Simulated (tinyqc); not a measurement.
Worked calculation: Hueckel theory of the pi electrons with the omega technique, for the molecule c1c[cH+]1 (SMILES; centres numbered as the heavy atoms are written). One step of it, computed by the program tinyqc.

Task: Energy, charges, bond orders. E = sum n x; q_r = z_r - P_rr; bond order p = P_rs; free valence = sqrt(3) - sum of p over the bonds of the atom.

final x values: 2.333333  -0.666667  -0.666667

occupations: 2.000000  0.000000  0.000000

final P:
```
,1C,2C,3C
1C,0.666667,0.666667,0.666667
2C,0.666667,0.666667,0.666667
3C,0.666667,0.666667,0.666667
```

Centres:
```
centre,"z_r, pi electrons of the neutral centre",h
1C,1,0.000000
2C,1,0.000000
3C,1,0.000000
```

Bonds:
```
i,j,k
1,2,1
2,3,1
3,1,1
```

Give: pi energy = 2 alpha + this times beta; pi charges; Bond orders and lengths from R = 1.517 - 0.180 p; free valence of the carbons; gap between the highest filled and the next level.

Result:

pi energy = 2 alpha + this times beta = 4.667

pi charges: 1C 0.333, 2C 0.333, 3C 0.333

Bond orders and lengths from R = 1.517 - 0.180 p (angstrom, C-C alone):
```
bond,p,R
1-2,0.667,1.397
2-3,0.667,1.397
3-1,0.667,1.397
```

free valence of the carbons: 1C 0.399, 2C 0.399, 3C 0.399

gap between the highest filled and the next level = 3.000 |beta|
